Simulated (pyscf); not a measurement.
6 gas-phase steps of one pattern: addition across a multiple bond or ene-type step on the singlet surface, H–O or H–S or H–Se broken and H–O + Nb–O or H–O + Nb–S or H–O + O–Ta or H–S + Mo–S or H–Se + Se–W formed. Optimised with ωB97X-D3(BJ)/def2-SVP in PySCF. Electronic energies in kJ/mol, between the relaxed ends of the descent from the saddle (adducts or complexes of the species named), with the reactant end as zero; ΔE‡ and ΔE at ωB97X-D3(BJ)/def2-TZVP. Rows were drawn at random from the steps of this pattern with a verified saddle, stable references and a bound adduct at one end at least.

| row | step | ΔE | ΔE‡ |
|---|---|---|---|
| 1 | O=Ta(=O)–OH (SMILES [O]=[Ta](=[O])[OH]) + H₂O (SMILES O) → O=Ta(OH)(OH)–OH (SMILES [O]=[Ta]([OH])([OH])[OH]) | -187.7 | 39.2 |
| 2 | O=Nb(=O)–OH (SMILES [O]=[Nb](=[O])[OH]) + H₂O (SMILES O) -> O=Nb(OH)(OH)–OH (SMILES [O]=[Nb]([OH])([OH])[OH]) | -151.9 | 53.5 |
| 3 | O=Nb(=O)–Cl (SMILES [O]=[Nb](=[O])[Cl]) + H₂S (SMILES S) → O=Nb(OH)(SH)–Cl (SMILES [O]=[Nb]([OH])([SH])[Cl]) | -142.0 | 51.2 |
| 4 | F–W(F)(=Se)=Se (SMILES [F][W]([F])(=[Se])=[Se]) + H₂Se (SMILES [SeH2]) → F–W(F)(=Se)(SeH)–SeH (SMILES [F][W]([F])(=[Se])([SeH])[SeH]) | +4.8 | 95.2 |
| 5 | O=Nb(F)(F)–F (SMILES [O]=[Nb]([F])([F])[F]) + H₂O (SMILES O) → HO–Nb(OH)(F)(F)–F (SMILES [OH][Nb]([OH])([F])([F])[F]) | +21.0 | ? |
| 6 | F–Mo(F)(F)(F)=S (SMILES [F][Mo]([F])([F])([F])=[S]) + H₂S (SMILES S) → F–Mo(F)(F)(F)(SH)–SH (SMILES [F][Mo]([F])([F])([F])([SH])[SH]) | +35.8 | 140.9 |

Problem. Fit ΔE‡ = a + b·ΔE to the other rows and predict row 5.

Solution. Over the 5 complete rows the means are -88.2 (ΔE) and 76.0 (ΔE‡); least squares gives b = 0.40 and a = 111.3 kJ/mol, with residuals of 10.8 kJ/mol (root mean square; largest 18.0, row 4). For row 5: 111.3 + 0.40 × (+21.0) = 119.7 kJ/mol. The computed barrier is 119.5 kJ/mol, 0.2 under the line. The line follows the complete rows closely. Each barrier is that of the saddle found. Elements up to Kr have no core potential and no relativistic terms here. Elements past Kr carry the def2 core potentials, without spin-orbit coupling.
